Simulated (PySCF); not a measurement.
Identify the unknown among the candidates.

All candidates are C3H5N3.

| technique | computed result |
| --- | --- |
| UV, strongest line | among the 8 lowest singlet transitions: S5 at 7.02 eV (177 nm, f = 0.119) [TDDFT PBE0/def2-SVPD] |
| Dipole | 6.18 D [PBE0/def2-SVPD] |
| Rotational structure | rotational constants A, B, C: 9.737, 3.713, 2.734 GHz [GFN2-xTB] |
| UV, first state | lowest singlet excitation: 5.64 eV (220 nm, f = 0.000) [TDDFT PBE0/def2-SVPD] |
| Triplet | lowest triplet excitation (Tamm–Dancoff): 5.03 eV [TDA PBE0/def2-SVPD] |
| Polarisability | 53.0 au [PBE0/def2-SVPD] |

The electronic properties come from PySCF, for the isolated species, density fitting. Levels stand in brackets. Isolated species at its GFN2-xTB geometry, gas phase.

Question: Which candidate is it?
A. `Cn1nccn1`
B. `Cn1cnnc1`
C. `Cn1cncn1`

Answer: B. It is `Cn1cnnc1`. Numbering: `[CH3:1][n:2]1[cH:3][n:4][n:5][cH:6]1`. Its formula, C3H5N3, gives 3 degrees of unsaturation: 1 ring and 2 π bonds in the structure found (Kekulé form). The optimised geometry has point group Cs and is an asymmetric top.

The others, at the same levels:
- `Cn1nccn1` fails: its computed lowest singlet excitation is 6.37 eV (195 nm, f = 0.000) (against 5.64 eV), strongest line among the 8 lowest singlet transitions is S2 at 6.65 eV (187 nm, f = 0.178) (against S5 at 7.02 eV) and dipole moment is 0.50 D (against 6.18 D).
- `Cn1cncn1` fails: its computed lowest singlet excitation is 6.21 eV (200 nm, f = 0.005) (against 5.64 eV) and dipole moment is 3.32 D (against 6.18 D).
